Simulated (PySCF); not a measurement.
# Calculated NMR parameters of FC1(F)CO1

```yaml
Formula: C2H2F2O
SMILES: FC1(F)CO1
Point_group_of_the_computed_structure: Cs
Degrees_of_unsaturation: 1
Carbon_signals: 2
Proton_signals: 1
```

Atom-mapped SMILES (the numbers label the heavy atoms): `[F:1][C:2]1([F:3])[CH2:4][O:5]1`. Hydrogens are named by the atom that carries them.

[PySCF: couplings computed with B3LYP/pcJ-1; PBE0-D3(BJ)/def2-SVP structure; shieldings: GIAO B97-2/pcSseg-2; in vacuum; one conformer; no relativistic terms; rapidly exchanging positions averaged]

References, each an isolated molecule treated in the same way: 1H, 13C vs TMS; CFCl3 for 19F; 17O against H2O.

```tsv
carbon	δC, type	δH (multiplicity, J in Hz)	HMBC from (abs. J ≥ 3 Hz)	span of the C tensor (ppm)
C2	116.1, C	–	H(C4)	74
C4	55.1, CH2	3.08 (m)	–	74
```

Other nuclei:
```tsv
atoms	nucleus	environment	δ (ppm)	σ (ppm)
F1/F3	19F	fluorine of a CF2 group	-128.8	306.2
O5	17O	ether oxygen	76.0	250.2
```

Selected couplings (Hz, signed; the shortest-range and largest first, 30 at most; isotopes 19F, 13C, 1H): 1J(F1,C2) -359.5, 1J(C4,H(C4)) 187.5, 1J(C2,C4) 53.3, 2J(F1,C4) 23.0, 3J(F1,H(C4)) -5.9, 3J(F1,H(C4)) -3.8.

1. Carbon types of the structure: 1 × C, 1 × CH2, which accounts for all hydrogens.
2. δC 116.1, 55.1: epoxide ring carbon.
3. δH 3.08: hydrogen on an epoxide ring carbon; its carbon carries O, an electronegative neighbour.

Common functionals overestimate the size of one-bond C–F couplings by tens of Hz; these are unscaled. Multiplet labels drop couplings under 1 Hz and merge nearly equal ones. Couplings among chemically equivalent protons are left out too, so labels in AA′BB′ or AA′XX′ sets are apparent multiplicities. Shifts are as computed. Against solution values, carbons near 30 ppm lie about +4 ppm off and those near 130 ppm about +7 ppm. Of 1211 compounds with measured shifts, 218 miss one by over three times the rms of a fit or turn the order of signals round; such compounds aren't used in these exercises. Unscaled 19F shifts against computed CFCl3 carry errors that often reach 10 to 50 ppm. Experimental scales use liquid or dissolved standards, which lie at an offset from isolated H2O (liquid H2O: subtract about 36 ppm).
